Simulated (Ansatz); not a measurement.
doublet BO: levels of theory in one basis

```xyz
2

B     0.0000    0.0000    0.0000
O     0.0000    0.0000    1.0900
```

Basis set: def2-SVP (spherical functions). Frozen core: 2 orbitals. Correlation on ROHF uses semicanonical orbitals with singles. Charge 0, multiplicity 2.

Computed with Ansatz (development build ahead of 0.2.0); each method stands on the lowest determinant of its kind that the runs found.

```
  method  E − E(ROHF) (eV)  <S²> of the determinant
    ROHF              0.00                     0.75
     UHF             -0.08                     0.78
ROHF-MP2             -6.27                        –
 UHF-MP2             -6.28                     0.78
```

Problem. Is a single determinant a sound starting point here?

Solution. By this sign, yes. Unrestricted orbitals gain 0.08 eV and <S²> is 0.78 against 0.75 for a pure state.
